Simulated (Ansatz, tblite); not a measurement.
**The cluster HgF2: charged states by level of theory**

The task here is to estimate one member of a computed series from the others.

The runs use Ansatz 0.2.0, Gaussian basis; as each input shows.

The runs, in order: charge +1 doublet, at the geometry of the singlet (PBE0-D4/def2-TZVP, PBE-D4/def2-TZVP, r2SCAN-D4/def2-TZVP, CCSD(T)/def2-TZVPP); charge -1 doublet, at the geometry of the singlet (PBE0-D4/def2-TZVPD, PBE-D4/def2-TZVPD, r2SCAN-D4/def2-TZVPD); the starting singlet's energies come from earlier runs.

3 further runs of the same task are left out: 1 that didn't finish, 2 set aside as unsound or not needed.

## The structure

The singlet was relaxed beforehand with B3LYP-D4/def2-TZVP. At that level it is the lowest of the isomers that a small search found.

3 atoms, charge 0, spin multiplicity 1.

Atoms are counted from 1 here; the program's logs count them from 0.

Bond lengths: Hg1–F2 1.935 Å, Hg1–F3 1.935 Å. Angles: F2–Hg1–F3 180.0°.

Hg takes a core potential in the def2 sets. No spin-orbit coupling is included.

Set-up of the first run:

in.yaml

```yaml
crystal:
  periodic: [false, false, false]
  atoms:
    - {symbol: Hg, position_ang: [0.000013, -0.000001, -0.000027]}
    - {symbol: F, position_ang: [-1.726468, -0.264508, -0.833042]}
    - {symbol: F, position_ang: [1.726456, 0.264509, 0.833069]}
basis:
  gaussian: {orbitals: def2-TZVP}
total_charge: 1
magnetization: {spin_polarized: true, initial_magnetization: 1}
hamiltonian: {xc: pbe0, dispersion: d4}
output: {orbitals: {seedname: orbitals}}
```

On the command line:

```
$ ansatz run in.yaml --threads 2 --pin off --events-out ev --progress --plain --max-ram 4352MiB
```

Among the steps run: Charge +1 doublet at the fixed geometry, PBE0-D4/def2-TZVP; Charge +1 doublet at the fixed geometry, PBE-D4/def2-TZVP; Charge +1 doublet at the fixed geometry, r2SCAN-D4/def2-TZVP; Charge +1 doublet at the fixed geometry, CCSD(T)/def2-TZVPP.

One of the session's tables, all rows but one given; the rest of the session is left out.

```
             method  vertical ionisation energy (eV)
      HF/def2-TZVPP                            11.65
   PBE-D4/def2-TZVP                                ?
r2SCAN-D4/def2-TZVP                            12.48
  PBE0-D4/def2-TZVP                            12.84
     MP2/def2-TZVPP                            13.88
    CCSD/def2-TZVPP                            13.29
 CCSD(T)/def2-TZVPP                            13.31
```

Estimate the missing values for PBE-D4/def2-TZVP.

The run gave: vertical ionisation energy (eV): 12.28. In the column «vertical ionisation energy (eV)» it lies between HF/def2-TZVPP (11.65) and r2SCAN-D4/def2-TZVP (12.48).
